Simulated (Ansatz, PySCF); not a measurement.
Dissociation curve of Na2, singlet.

Levels: RCCSD = CCSD on RHF/cc-pVTZ, frozen core (Ansatz, a program for electronic structure); UCCSD(T) = CCSD(T) on UHF/cc-pVTZ, frozen core in Ansatz; RKS-B3LYP/3-21G = PySCF with restricted B3LYP/3-21G; RKS-PBE0 = restricted PBE0/cc-pVTZ (Ansatz).

Energies are in eV, each relative to the lowest point of its own curve near equilibrium.

| R / Å | RCCSD | UCCSD(T) | RKS-B3LYP/3-21G | RKS-PBE0 |
|---|---|---|---|---|
| 2.50 | 0.335 | 0.334 | 0.212 | 0.266 |
| 2.65 | 0.186 | 0.185 | (withheld) | (withheld) |
| 2.78 | 0.098 | 0.097 | (withheld) | (withheld) |
| 2.93 | 0.035 | 0.034 | 0.011 | 0.015 |
| 3.01 | 0.015 | 0.015 | 0.002 | 0.004 |
| 3.10 | 0.003 | 0.003 | 0.000 | 0.000 |
| 3.16 | 0.000 | 0.000 | (withheld) | 0.002 |
| 3.29 | 0.006 | 0.006 | 0.023 | (withheld) |
| 3.45 | 0.030 | 0.031 | 0.063 | 0.056 |
| 3.52 | 0.046 | 0.046 | 0.086 | 0.077 |
| 3.81 | 0.131 | 0.132 | 0.199 | 0.184 |
| 4.14 | 0.246 | 0.247 | 0.349 | 0.327 |
| 4.61 | 0.403 | 0.403 | 0.561 | 0.537 |
| 5.09 | 0.528 | 0.527 | 0.751 | 0.735 |
| 5.70 | 0.626 | 0.625 | 0.938 | 0.947 |
| 6.26 | 0.672 | 0.671 | 1.067 | 1.100 |
| 6.77 | 0.694 | 0.692 | 1.156 | 1.208 |
| 7.46 | 0.707 | 0.704 | 1.244 | 1.316 |
| 8.31 | 0.714 | 0.709 | 1.315 | 1.402 |
| 9.24 | 0.716 | 0.712 | 1.365 | 1.458 |

What belongs in the gaps?


- 2.65, RKS-B3LYP/3-21G: 0.111
- 2.65, RKS-PBE0: 0.135
- 2.78, RKS-B3LYP/3-21G: 0.051
- 2.78, RKS-PBE0: 0.062
- 3.16, RKS-B3LYP/3-21G: 0.004
- 3.29, RKS-PBE0: 0.019

With two correlated electrons CCSD is exact in the basis where it finds the lowest root (RCCSD, UCCSD(T)). The unrestricted determinant behind UCCSD(T) is spin-contaminated at 2.50 to 9.24 Å (<S²> up to 1.0, against 0.00 for a pure singlet). The restricted form behind RKS-B3LYP/3-21G, RKS-PBE0 keeps the bonding electrons paired and can't separate into open-shell fragments.
